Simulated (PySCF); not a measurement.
**Basis and Hamiltonian dependence of the ionisation energy of N**

N [He] 2s2 2p3 (4S) → N+ [He] 2s2 2p2 (3P). Calculated with PySCF 2.14 from differences of total energies of unrestricted determinants, without spin-orbit coupling. Values in eV.

```json
{"basis": "6-31G*", "Hamiltonian": "non-relativistic", "functions": "14", "UHF": "13.962", "LDA": "14.959", "PBE0": "n/a", "MP2 (valence)": "14.424", "CCSD(T) (valence)": "14.264", "CCSD(T) (valence and next inner shell)": "n/a"}
{"basis": "Sapporo-DZP-2012", "Hamiltonian": "spin-free X2C", "functions": "18", "UHF": "13.869", "LDA": "14.870", "PBE0": "n/a", "MP2 (valence)": "14.408", "CCSD(T) (valence)": "14.247", "CCSD(T) (valence and next inner shell)": "n/a"}
{"basis": "aug-cc-pwCVDZ", "Hamiltonian": "non-relativistic", "functions": "27", "UHF": "13.921", "LDA": "15.014", "PBE0": "14.718", "MP2 (valence)": "14.478", "CCSD(T) (valence)": "14.354", "CCSD(T) (valence and next inner shell)": "14.366"}
{"basis": "ANO-RCC-VTZP", "Hamiltonian": "spin-free X2C", "functions": "30", "UHF": "13.894", "LDA": "15.024", "PBE0": "14.708", "MP2 (valence)": "14.586", "CCSD(T) (valence)": "14.469", "CCSD(T) (valence and next inner shell)": "14.484"}
{"basis": "pcseg-2", "Hamiltonian": "non-relativistic", "functions": "30", "UHF": "13.896", "LDA": "15.007", "PBE0": "n/a", "MP2 (valence)": "14.556", "CCSD(T) (valence)": "14.431", "CCSD(T) (valence and next inner shell)": "n/a"}
{"basis": "x2c-TZVPPall", "Hamiltonian": "spin-free X2C", "functions": "31", "UHF": "13.891", "LDA": "14.988", "PBE0": "14.688", "MP2 (valence)": "14.557", "CCSD(T) (valence)": "14.436", "CCSD(T) (valence and next inner shell)": "14.449"}
{"basis": "dyall-av2z", "Hamiltonian": "non-relativistic", "functions": "42", "UHF": "13.906", "LDA": "15.013", "PBE0": "14.711", "MP2 (valence)": "14.481", "CCSD(T) (valence)": "14.356", "CCSD(T) (valence and next inner shell)": "n/a"}
{"basis": "aug-cc-pVTZ-DK", "Hamiltonian": "spin-free X2C", "functions": "46", "UHF": "13.890", "LDA": "15.003", "PBE0": "14.699", "MP2 (valence)": "14.584", "CCSD(T) (valence)": "14.468", "CCSD(T) (valence and next inner shell)": "n/a"}
{"basis": "aug-cc-pCVTZ-DK", "Hamiltonian": "spin-free X2C", "functions": "59", "UHF": "13.888", "LDA": "15.002", "PBE0": "14.697", "MP2 (valence)": "14.582", "CCSD(T) (valence)": "14.467", "CCSD(T) (valence and next inner shell)": "14.490"}
{"basis": "def2-QZVPPD", "Hamiltonian": "non-relativistic", "functions": "63", "UHF": "13.895", "LDA": "15.006", "PBE0": "14.699", "MP2 (valence)": "14.611", "CCSD(T) (valence)": "14.493", "CCSD(T) (valence and next inner shell)": "14.515"}
{"basis": "dyall-av3z", "Hamiltonian": "non-relativistic", "functions": "71", "UHF": "13.897", "LDA": "15.010", "PBE0": "14.704", "MP2 (valence)": "14.586", "CCSD(T) (valence)": "14.472", "CCSD(T) (valence and next inner shell)": "n/a"}
{"basis": "x2c-QZVPPall with one added diffuse shell each of s, p, d, f type", "Hamiltonian": "spin-free X2C", "functions": "73", "UHF": "13.888", "LDA": "15.002", "PBE0": "14.694", "MP2 (valence)": "14.608", "CCSD(T) (valence)": "14.490", "CCSD(T) (valence and next inner shell)": "14.512"}
{"basis": "aug-cc-pCVTZ-DK with one added diffuse shell each of s, p, d, f type", "Hamiltonian": "spin-free X2C", "functions": "75", "UHF": "13.887", "LDA": "15.001", "PBE0": "14.697", "MP2 (valence)": "14.582", "CCSD(T) (valence)": "14.467", "CCSD(T) (valence and next inner shell)": "14.489"}
{"basis": "dyall-acv3z", "Hamiltonian": "non-relativistic", "functions": "76", "UHF": "13.896", "LDA": "15.010", "PBE0": "14.704", "MP2 (valence)": "14.586", "CCSD(T) (valence)": "14.472", "CCSD(T) (valence and next inner shell)": "14.489"}
```

Frozen in the all-electron rows: valence: 1s2; valence and next inner shell: nothing.

Reference for a calculation without spin-orbit coupling: 14.545 eV (measured, between term centres; NIST).
